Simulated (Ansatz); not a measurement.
# Ligand exchange: NaF + C2H4S → NaSH + C2H3F

Species: NaF, singlet; C2H4S `C=CS`, singlet; NaSH `[Na][SH]`, singlet; C2H3F `C=CF`, singlet. The partners trade F for SH: Na–F and C–SH bonds give way to Na–SH and C–F.

Shapes, held fixed at every level: PBE0-D4/def2-TZVP. Flexible molecules stand in one conformer, not always the lowest. Programs: Ansatz 0.2.0. Electronic energies: no zero-point or thermal term.

```csv
level,kind,ΔE (kJ/mol),less CCSD(T)/def2-TZVPP,CPU time (sum over the molecules)
PBE-D4/def2-TZVPP,GGA,+32.7,+3.9,6.8 s
B3LYP-D4/def2-TZVPP,global hybrid,+31.9,+3.1,8.6 s
wB97X-V/def2-TZVPP,range-separated hybrid,+29.7,+0.9,19 s
B2PLYP/def2-TZVPP,double hybrid,+32.4,+3.6,11 s
MP2/def2-TZVPP,perturbation theory,+41.9,+13.1,–
CCSD/def2-TZVPP,coupled cluster or CI,+26.5,-2.3,–
CCSD(T)/def2-TZVPP,coupled cluster or CI,+28.8,0.0,45 s
```

The highest level, CCSD(T)/def2-TZVPP, gives ΔE = +28.8 kJ/mol; the levels span +26.5 to +41.9. The column of differences is taken from that level and isn't an error. No measured value is set beside it here. Correlated rows may include outer-core shells of Na, which these sets cover unevenly. Times are processor times on shared x86 and Arm servers, and rough.
